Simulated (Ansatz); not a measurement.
Consider the hydrogenolysis of a C–O bond: `C=C1C=C1OC` + H₂ → `C=C1C=C1` + CH₃OH.

Gas-phase electronic energies from Ansatz, PBE0-D4/def2-TZVP geometries. CBS: MP2 limit from def2 TZ/QZ plus the TZ coupled-cluster correction, frozen cores. This one scheme is used for every species. DFT in def2-TZVPP. B3LYP here is the variant with VWN-RPA as its local correlation; programs differ in this. Each species was taken in one conformer, which may not be the lowest.

`C=C1C=C1OC`:

```xyz
12

C     1.251    1.463    0.776
C     0.018    1.042    0.511
C    -1.419    1.199    0.521
C    -0.915    0.099    0.003
O    -1.146   -1.051   -0.577
C     0.026   -1.809   -0.885
H     1.422    2.418    1.255
H     2.110    0.859    0.517
H    -2.269    1.807    0.780
H    -0.320   -2.710   -1.387
H     0.684   -1.242   -1.546
H     0.558   -2.074    0.030
```

H₂:

Z-matrix (Å, degrees):
```
H
H 1 0.746
```

`C=C1C=C1`:

Cartesian coordinates in Å:
```
C 0.518 0.324 -1.335
C 0.051 0.032 -0.131
C 0.138 0.016 1.298
C -0.934 -0.514 0.754
H -0.044 0.072 -2.225
H 1.472 0.821 -1.454
H 0.680 0.257 2.198
H -1.881 -1.009 0.896
```

CH₃OH:

Z-matrix (Å, degrees):
```
C
O 1 1.409
H 1 1.097 2 112.4
H 1 1.090 2 107.0 3 -118.5
H 1 1.097 2 112.4 3 123.0
H 2 0.959 1 108.5 3 -61.6
```

| level | ΔE (kcal/mol) | difference from CCSD(T)/CBS |
| --- | --- | --- |
| PBE-D4 | -9.6 | 5.1 |
| B3LYP-D4 | -11.7 | 3.0 |
| PBE | -11.2 | 3.5 |
| r2SCAN | -10.9 | 3.8 |
| B3LYP | -14.1 | 0.6 |
| HF/def2-TZVPP | -18.3 | -3.6 |
| MP2/def2-TZVPP | -12.8 | 1.9 |
| CCSD/def2-TZVPP | -15.3 | -0.6 |
| MP2/def2-QZVPP | -13.4 | 1.3 |
| CCSD/CBS(def2) | -16.3 | -1.6 |
| CCSD(T)/CBS | -14.7 | 0 |

Largest T1 diagnostic among the species: 0.013.

From PBE to PBE0 (25 % exact exchange), in def2-TZVPP and without D4, ΔE moves by −2.1 kcal/mol. The D4 term adds +2.3 kcal/mol with B3LYP and +1.4 kcal/mol with PBE0; it sums over pairs of atoms, weighted by their polarisabilities, and B3LYP, whose exchange is more repulsive, gets the larger term. In def2-TZVPP, CCSD(T) changes the Hartree–Fock value by +4.6 kcal/mol (the triples alone add +1.6 kcal/mol) and MP2 by +5.5 kcal/mol.
